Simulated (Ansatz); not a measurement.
Relaxation of CH₆FSi (9 atoms, charge 0, multiplicity 2), to a largest force component of 0.03 eV/Å in at most 50 steps.

All numbers below come from UKS B3LYP-D4/def2-SVP in Ansatz 0.2.0.

```xyz
9
Properties=species:S:1:pos:R:3:forces:R:3
Si -0.174 -0.203 -0.188 -0.06 0.02 -0.24
F 0.589 0.611 2.379 0.31 0.46 0.32
C 1.688 -0.100 -0.461 -0.01 -0.03 -0.01
H 2.129 -1.106 -0.543 0.02 0.01 -0.01
H 1.910 0.453 -1.391 0.00 -0.02 0.00
H 2.158 0.425 0.382 -0.01 0.01 0.01
H -0.820 1.143 -0.158 -0.01 -0.03 0.00
H -0.847 -1.062 -1.213 -0.01 -0.02 -0.01
H 0.093 -0.161 2.259 -0.24 -0.39 -0.05
```

Problem. Where does it end, and by what steps?

Solution. The forces met the threshold. After 9 steps the energy has fallen by 0.042 eV; F2 moved furthest, 0.24 Å.

| step | energy less start (eV) | largest force component (eV/Å) | accepted |
| --- | --- | --- | --- |
| 0 | 0.0000 | 0.460 | yes |
| 1 | -0.0323 | 0.617 | yes |
| 2 | -0.0300 | 0.658 | no |
| 3 | -0.0375 | 0.418 | yes |
| 4 | -0.0376 | 0.382 | yes |
| 5 | 0.0092 | 0.570 | no |
| 6 | -0.0408 | 0.189 | yes |
| 7 | -0.0419 | 0.054 | yes |
| 8 | -0.0328 | 0.491 | no |
| 9 | -0.0421 | 0.012 | yes |

```xyz
9
Properties=species:S:1:pos:R:3
Si -0.214 -0.197 -0.284
F 0.709 0.580 2.590
C 1.661 -0.096 -0.462
H 2.109 -1.100 -0.514
H 1.940 0.457 -1.375
H 2.075 0.428 0.412
H -0.865 1.146 -0.297
H -0.862 -1.101 -1.283
H 0.175 -0.118 2.279
```

Whether the end is a true minimum wasn't checked by a vibrational analysis.

Time of the run: 22 s on 2 threads of Arm Neoverse V1, on a shared host, peak memory 0.18 GiB.
